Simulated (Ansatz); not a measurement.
**Lattice parameter a of Ir (model structure, started from the simple cubic type, Pm-3m, No. 221, 1 atom in the cell) at several levels of theory**

No measured value is used here.

| level (code) | value (Å) |
|---|---|
| PBE (Ansatz) | … |
| PBEsol (Ansatz) | 2.542 |
| PBE-D3(BJ) (Ansatz) | 2.551 |
| r²SCAN (Ansatz) | 2.552 |

Q: Fill in the missing entries.

A: 
- PBE (Ansatz, a program for electronic structure), value (Å): 2.571

Density-functional levels without +SOC have no spin–orbit coupling. Ansatz's density-functional and Hartree–Fock values are scalar-relativistic unless marked +SOC, with PAW data made under PBE.

A model structure was made by putting elements into a prototype or built by hand; it is no filed structure, need not be a known phase, and can be a saddle point held by its symmetry.
